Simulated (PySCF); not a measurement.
Compound: hydrogen sulfide, H2S.
Numbering: `[SH2:1]` (hydrogens: H2, H3 on S1)

Computed with PySCF 2.14.0, density-fitted response routines, TDDFT wB97X-D/def2-SVPD, vertical, gas phase, core orbitals frozen in the response. Geometry: GFN2-xTB; no solvent, vibrations or thermal averaging.

Q: List the vertical singlet excitations with oscillator strengths and describe the spectrum.

A: 

```tsv
state	E (eV)	λ (nm)	f	symmetry	main configurations (H = HOMO, L = LUMO)
S1	6.30	196.9	0.0000	–	H→L+1 (94%)
S2	6.45	192.1	0.077	B1 or B2	H→L (98%)
S3	8.06	153.8	0.0000	–	H→L+2 (93%)
S4	8.31	149.2	0.0018	–	H→L+3 (97%)
S5	8.77	141.4	0.0077	A1	H→L+4 (94%)
S6	9.24	134.1	0.137	B1 or B2	H→L+5 (78%), H→L+6 (20%)
S7	9.43	131.5	0.144	A1	H-1→L (90%)
S8	9.69	128.0	0.0022	B1 or B2	H-1→L+1 (57%), H→L+7 (38%)
```

Triplets (Tamm–Dancoff): T1 5.87 eV, H→L+1 (92%); T2 6.11 eV, H→L (92%); T3 8.03 eV, H→L+2 (92%).

The lowest singlet comes at 197 nm (607 kJ/mol) in the vacuum ultraviolet; it is dark (f under 0.0005); its leading configuration is HOMO→LUMO+1 (94%). The strongest level in the table is S7 at 9.43 eV (131 nm, f = 0.144). Löwdin shares by element: HOMO sulfur 85%, hydrogen 15%; LUMO sulfur 75%, hydrogen 25%. The oscillator strengths of these states sum to 0.369; summed over the whole spectrum of an exact calculation they would give the number of electrons, 18 (Thomas–Reiche–Kuhn). Weighted by f, the mean energy of these states is 8.72 eV. The listed states span 3.39 eV, and the widest gap between neighbours is 1.61 eV (S2 to S3). No computed singlet lies in the visible range (380 to 750 nm); the lowest, at 197 nm, stands 3.03 eV above its violet end (3.26 eV). Symmetry labels in C2v follow from the direction of the transition dipole and are given only for states with f of 0.002 or more; B1 and B2 swap with the choice of axes. The window holds the lowest 8 singlets.
